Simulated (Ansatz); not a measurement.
Ansatz (a program for electronic structure) input (HF/pcseg-0): A basis named .json is the Basis Set Exchange file of that set (core-valence sets with the plain set on hydrogen).

Ansatz 0.2 input:
```yaml
crystal:
  periodic: [false, false, false]
  atoms:
    - {symbol: Cl, position_ang: [-0.00000000, -0.00000000, -1.00677069]}
    - {symbol: Cl, position_ang: [0.00000000, 0.00000000, 1.00677069]}
basis:
  gaussian:
    orbitals: pcseg-0.json
hamiltonian:
  xc: {name: HF}
output: {forces: true}
magnetization: {spin_polarized: false}
```

Output:

```
Functional definition: HF
integrals: 0.00 GiB planned
291 factors; integrals over basis functions are off by at most 8.8e-5 eV
mean field: 0.05 GiB planned
mean field evaluation 1: about -24974.2374 eV, gradient 8.9e0 eV
mean field evaluation 2: about -24974.2390 eV, gradient 8.9e0 eV
mean field evaluation 4: about -24974.5175 eV, gradient 3.8e-1 eV
mean field evaluation 8: about -24974.5180 eV, gradient 3.9e-5 eV
mean field -24974.51804344 eV, -917.7966097601 hartree, gradient 3.9e-5 eV, S^2 0.000000; 0 other end points of the search recorded, 0 dependent functions left out
the calculation of the forces begins
reference -24974.51804344 eV, -917.7966097601 hartree; 17, 17 occupied and 9, 9 virtual orbitals, 291 factors
Total energy: -24974.51804344 eV, -917.7966097601 hartree
Atom 0 at    -0.000000    -0.000000    -1.006771 Å, force     0.000000    -0.000000    -4.891971 eV/Å
Atom 1 at     0.000000     0.000000     1.006771 Å, force    -0.000000     0.000000     4.891971 eV/Å
Dipole moment:    -0.000000    -0.000000    -0.000000 e Å
```
